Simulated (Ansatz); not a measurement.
`CCC(F)S` + H₂ → `CC(F)S` + CH₄ at 400 K and 1 bar (hydrogenolysis of a C–C bond).

Program: Ansatz. Geometries: PBE0-D4/def2-TZVP. ΔE: electronic, gas phase. CCSD(T)/CBS is the MP2 limit (def2-TZVPP, def2-QZVPP) plus CCSD(T) − MP2 in def2-TZVPP, frozen cores. This one scheme is used for every species. One conformer a species, not always the lowest.

```json
{"species": "`CCC(F)S`", "CCSD(T)/CBS energy (Eh)": "-615.93705", "H − E (kJ/mol)": "283.0", "S (J/(mol·K))": "363.9"}
{"species": "H₂", "CCSD(T)/CBS energy (Eh)": "-1.17544", "H − E (kJ/mol)": "38.0", "S (J/(mol·K))": "139.0"}
{"species": "`CC(F)S`", "CCSD(T)/CBS energy (Eh)": "-576.67585", "H − E (kJ/mol)": "202.1", "S (J/(mol·K))": "326.6"}
{"species": "CH₄", "CCSD(T)/CBS energy (Eh)": "-40.46206", "H − E (kJ/mol)": "131.3", "S (J/(mol·K))": "197.2"}
```

H − E and S are ideal-gas, rigid-rotor, harmonic terms from PBE0-D4/def2-TZVP, for one conformer and one mirror image of each species. For small species the MP2-based limit differs from directly extrapolated CCSD(T) by up to some mEh (0.8 for H₂); such offsets cancel only in part. 1 Eh = 2625.50 kJ/mol, R = 8.31446 J/(mol·K).

Q: By hand: ΔE, ΔH, ΔS and ΔG.

A: ΔE = (-576.67585) + (-40.46206) − (-615.93705) − (-1.17544) = -0.02542 Eh = -66.7 kJ/mol. Δ(H − E) = 202.1 + 131.3 − 283.0 − 38.0 = 12.4, so ΔH = -54.3 kJ/mol. ΔS = 326.6 + 197.2 − 363.9 − 139.0 = 20.9 J/(mol·K). ΔG = -54.3 − 400 × (20.9)/1000 = -62.7 kJ/mol.

Q: By hand: the equilibrium constant, and the temperature at which ΔG would vanish if ΔH and ΔS stayed fixed.

A: log₁₀ K = −ΔG/(RT ln 10) = 8.2. ΔH and −TΔS have one sign here, so there is no such temperature.

ΔH outweighs TΔS. A doubt of 5 kJ/mol in ΔE shifts log₁₀ K by 0.7 here. Other conformers and mirror images would add mixing entropy, several J/(mol·K) or more a flexible species. These are equilibria of isolated gas molecules and say nothing of rates. Largest T1 diagnostic: 0.011 (customary marks: 0.02 for closed shells, 0.045 for open ones).
